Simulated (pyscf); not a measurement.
Four-centre exchange: F–BH–F (SMILES FBF) + HCl (SMILES Cl) -> HF (SMILES F) + F–BH–Cl (SMILES FBCl)

Gas phase, singlet surface, charge 0. Bonds broken: F1–B2, Cl5–H6. Bonds formed: F1–H6, B2–Cl5. Single points on ωB97X-D3(BJ)/def2-SVP structures (PySCF, gas phase). MP2 and CC: frozen core, UHF for open shells. ΔMP2 is the change of the MP2 total energy from the triple- to the quadruple-zeta basis.

Transition state (Å):

```xyz
6

F     -0.1153     0.5242     1.1350
B      0.1982     0.6099    -0.3849
F      1.3214     1.2898    -0.5675
H     -0.7894     0.8070    -1.0355
Cl     0.5870    -1.3923    -0.2961
H      0.1627    -0.5889     0.9708
```

One imaginary mode, 942i cm⁻¹; descent along it reached the two sides named.

```
bond    change  reactant side (Å)  saddle  product side
------  ------  -----------------  ------  ------------
F1–B2   breaks              1.328   1.554         2.317
Cl5–H6  breaks              1.285   1.559         2.513
F1–H6    forms              2.457   1.159         0.930
B2–Cl5   forms                3.0   2.042         1.780
```

Electronic energies relative to the separated reactants (eV):

```tsv
level	barrier	reaction energy	reverse barrier
ωB97X-D3(BJ)/def2-TZVP	1.16	+0.68	0.48
PBE/def2-TZVP	0.90	+0.66	0.24
r²SCAN/def2-TZVP	0.98	+0.72	0.26
B3LYP-D3(BJ)/def2-TZVP	1.19	+0.74	0.46
PBE0-D3(BJ)/def2-TZVP	1.01	+0.66	0.35
M06-2X/def2-TZVP	1.14	+0.74	0.40
ωB97M-D3(BJ)/def2-TZVP	1.17	+0.72	0.45
HF/def2-TZVP	2.01	+0.86	1.15
MP2/def2-QZVPP	1.16	+0.62	0.54
CCSD/def2-TZVPP	1.39	+0.72	0.68
CCSD(T)/def2-TZVPP	1.26	+0.69	0.57
CCSD(T)/def2-TZVPP + ΔMP2(QZVPP)	1.26	+0.67	0.59
```

With CCSD(T)/def2-TZVPP + ΔMP2(QZVPP) energies and thermal terms (ideal gas, 1 atm, RRHO with modes under 100 cm⁻¹ raised to 100, one conformer, R ln 2 for rigid chiral ones), in eV:

```json
[
 {"T (K)": "298", "ΔH‡": "1.21", "ΔG‡": "1.64", "ΔH": "+0.70", "ΔG": "+0.68"},
 {"T (K)": "600", "ΔH‡": "1.21", "ΔG‡": "2.07", "ΔH": "+0.71", "ΔG": "+0.67"},
 {"T (K)": "900", "ΔH‡": "1.23", "ΔG‡": "2.50", "ΔH": "+0.71", "ΔG": "+0.64"},
 {"T (K)": "1200", "ΔH‡": "1.25", "ΔG‡": "2.92", "ΔH": "+0.71", "ΔG": "+0.62"}
]
```

This is the saddle that the search found; another between the same sides may lie lower. The CCSD(T) − MP2 part came from Ansatz, without density fitting, on the same reference.
